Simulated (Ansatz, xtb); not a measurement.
H3NSi2−: 7 structures ranked

7 gas-phase structures of H3NSi2−, found in a search over its isomers (lower ones may exist). Each was relaxed with GFN2-xTB:

A. the doublet with the links of `[H]/[Si]=N/[SiH2-]`
B. a doublet given by its coordinates
C. the doublet with the links of `[N-]=[Si][SiH3]`
D. a doublet given by its coordinates
E. the doublet with the links of `[H]/[Si]=N\[SiH2-]`
F. the doublet with the links of `N1[SiH][SiH-]1`
G. the doublet with the links of `[N-]=[SiH][SiH2]`

D (Å):

```xyz
6

N    -1.7614   -1.0798    0.3230
Si   -1.3760    0.3146   -0.4775
Si    0.0126    2.0150   -0.6112
H    -1.1524   -1.3258    1.1031
H    -2.4200    0.4478   -1.5716
H     0.9856    1.7839    0.5275
```

Close contacts (Å): N1–Si2 1.65, Si2–Si3 2.20, N1–H4 1.02, Si2–H5 1.52, Si3–H6 1.52.

B (Å):

```xyz
6

N    -1.8104   -1.2410    1.1293
Si   -1.7792    0.2629    0.4726
Si   -0.2908    1.0828   -0.9875
H    -1.0845   -1.9241    0.9061
H    -1.1044    2.0109   -1.8990
H     0.4422    2.1704   -0.1944
```

Close contacts (Å): N1–Si2 1.64, Si2–Si3 2.24, N1–H4 1.02, Si3–H5 1.53, Si3–H6 1.53.

Task: Make a reasoned guess at their ranking by r2SCAN-D4/def2-SVPD single-point energy.

Result: Calculated order at r2SCAN-D4/def2-SVPD: A (0.000), D (0.002), E (0.053), F (0.134), B (0.259), C (1.478), G (1.656) eV. Less than 1 kcal/mol parts A and D, so the order within that pair means little.

Energies above the lowest of each column, in eV; the last columns are at PBE0-D3(BJ)/def2-SVPD geometries and were run for some of them only (a dash: not run or not comparable):

```
structure  GFN2-xTB  HF/STO-3G  r2SCAN-D4/def2-SVPD  PBE0-D3(BJ)/def2-SVPD  CCSD(T)/def2-SVPD
        A     0.436      0.630                0.000                  0.078                  –
        D     0.586      0.502                0.002                  0.003              0.000
        E     0.355      0.814                0.053                  0.164                  –
        F     1.294      0.000                0.134                  0.000              0.061
        B     0.701      0.524                0.259                      –                  –
        C     0.000      1.478                1.478                      –                  –
        G     0.340      0.967                1.656                      –                  –
```

CCSD(T)/def2-SVPD puts D lowest of those it was run on; GFN2-xTB picks C, HF/STO-3G picks F. Some further structures that were screened fall inside this span and aren't listed. Flexible structures stand in one conformer each, not always the lowest. Frequencies (PBE0-D3(BJ)/def2-SVPD) were run for D, F alone. Open shells are spin-unrestricted, some with notable spin contamination.

Over these structures GFN2-xTB departs from r2SCAN-D4/def2-SVPD by 0.809 eV on average once a common shift is removed. A GFN2-xTB relaxation took about 0.079 s and the r2SCAN-D4/def2-SVPD energy about 3.3 s on a shared host (Ansatz 0.2.0, xtb 6.7.1).
